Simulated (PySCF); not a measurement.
**What binds CF⁺: the parts of the energy along the bond**

State: ¹Σ⁺, singlet, closed shell. RHF-based CCSD(T) in PySCF 2.14 with C aug-cc-pVTZ, F aug-cc-pVTZ and C aug-cc-pVQZ, F aug-cc-pVQZ (frozen core orbitals: 2; no relativity). Correlation energies are extrapolated as n⁻³ (n = 3, 4), Hartree–Fock as (n+1)·exp(−9√n). CV is the change on freezing 0 orbitals instead, in C cc-pwCVTZ, F cc-pwCVTZ. SR is the spin-free X2C energy in C cc-pVTZ-DK, F cc-pVTZ-DK less the non-relativistic one in C cc-pVTZ, F cc-pVTZ. All energies in eV from C⁺ + F.

| R (Å) | HF/CBS | CCSD corr. | (T) | CV | SR | total |
| --- | --- | --- | --- | --- | --- | --- |
| 1.0196 | -4.657 | -1.879 | -0.1992 | -0.0621 | 0.0009 | -6.796 |
| 1.0660 | -5.251 | -1.974 | -0.2235 | -0.0492 | 0.0028 | -7.494 |
| 1.1123 | -5.483 | -2.067 | -0.2490 | -0.0383 | 0.0039 | -7.834 |
| 1.1586 | -5.457 | -2.160 | -0.2758 | -0.0290 | 0.0044 | -7.917 |
| 1.2050 | -5.246 | -2.250 | -0.3040 | -0.0210 | 0.0046 | -7.817 |
| 1.2629 | -4.808 | -2.360 | -0.3410 | -0.0128 | 0.0043 | -7.518 |
| 1.3209 | -4.247 | -2.466 | -0.3799 | -0.0062 | 0.0038 | -7.095 |

A fit to the total gives Re = 1.1539 Å, De = 7.918 eV, ωe = 1797.7 cm⁻¹, Be = 1.722 cm⁻¹ (masses 12.0000 and 18.9984 u).

Q: At R = 1.1586 Å the CCSD correlation energy is -0.365973 hartree in the smaller basis and -0.388544 in the larger. Extrapolate it.

A: (4³·E4 − 3³·E3)/(4³ − 3³) = -0.40501 hartree; the larger basis holds 95.9 % of it.

The T1 diagnostic is 0.021, large enough to doubt a single reference. The open-shell atoms are computed with UHF. Spin–orbit coupling, excitations beyond (T) and corrections to the Born–Oppenheimer picture are left out.
